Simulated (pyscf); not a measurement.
## Routes from `[ClH]` + `[AlH][Cl]` [doublet]

Candidate steps break at most two bonds and form at most two. Each was searched with GFN2-xTB (tblite) first. Single points on ωB97X-D3(BJ)/def2-SVP structures (PySCF, gas phase). Energies: ωB97M-D3(BJ)/def2-TZVP, kcal/mol, from the separated reactants, doublet surface; ΔG‡ with ideal gas, 1 atm, RRHO with modes under 100 cm⁻¹ raised to 100, one conformer, R ln 2 for chiral ones without a mode under 150 cm⁻¹.

| products | type | ΔE‡ | ΔE | ΔG‡ 298 K | ΔG‡ 900 K | ν‡ (cm⁻¹) |
|---|---|---|---|---|---|---|
| [Cl–Al–Cl]• + H₂ | four-centre exchange | 0.0 | -34.5 | 9.5 | 29.5 | 789i |
| Cl–AlH–Cl + H• | atom transfer | 8.1 | -14.8 | 15.0 | 33.0 | 1471i |

Row 1: On the reactant side the descent ends in a complex, 7.5 kcal/mol under the separated species and 6.1 kcal/mol under the saddle at ωB97X-D3(BJ)/def2-TZVP. Row 2: On the reactant side the descent ends in a complex, 7.5 kcal/mol under the separated species and 15.2 kcal/mol under the saddle at ωB97X-D3(BJ)/def2-TZVP. 

Plain bond fissions and candidates not yet searched are not listed, and one of them may be faster. Each barrier is that of the saddle found; lower ones may exist.
